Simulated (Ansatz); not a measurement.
How far each method lies from UCCSDT(Q) for SnH₂⁻, doublet

Geometry: a PBE0/def2-TZVPD stationary point for this spin, not checked as a minimum.

```xyz
3

Sn    0.0000   -0.0211    0.0000
H     0.0000    1.2419   -1.2881
H     0.0000    1.2419    1.2881
```

Basis def2-TZVPD with its core potentials; Ansatz 0.2.0. Correlated methods freeze the noble-gas cores and the filled d shells of p-block atoms, which leaves 7 electrons in 65 orbitals. R marks a restricted (for open shells ROHF) determinant, U an unrestricted one. Active spaces: valence = (7e, 6o) chosen from the atoms' valence shells. No spin–orbit coupling is included; scalar relativity enters through the core potentials alone.

Full CI isn't at hand for all of this; UCCSDT(Q) serves as the reference, and is uncertain by about the last step of the cluster series. The frozen core follows each run's orbitals, which can shift R against U totals by a few meV for light atoms and by up to 0.1 eV past Ca.

* UHF ⟨S²⟩: 0.770
* T1 diagnostic (RCCSD): 0.0216
* largest doubles amplitude (RCCSD): 0.035
* T1 diagnostic (UCCSD): 0.0191

```
   level  E − E(UCCSDT(Q)) (meV)  wall time
     UHF                    3540          –
    UMP2                     811          –
   UCCSD                     139          –
UCCSD(T)                      28       20 s
  UCCSDT                       4          –
```

Run but not shown, since their state, orbitals or frozen core can't be matched to the reference's or they repeat it: RHF, RMP2, RCCSD, RCCSD(T), BCCD(T), RCCSDT, RCCSDT(Q), CASSCF (valence space), NEVPT2 (valence space), MRCISD (valence space), MRCISD+Q (valence space), MRCISD+Q(relaxed) (valence space).

Times hold each run's SCF and search for its determinant on a shared host, so for small cases they say little of a method's own cost; they ran on 1 thread of Arm Neoverse N1. Some runs computed forces too.

Natural occupations of CASSCF (valence space) about the gap: 1.997 1.970 1.963 1.000 0.036 0.034; effectively unpaired electrons, Σ n²(2−n)², 1.02.
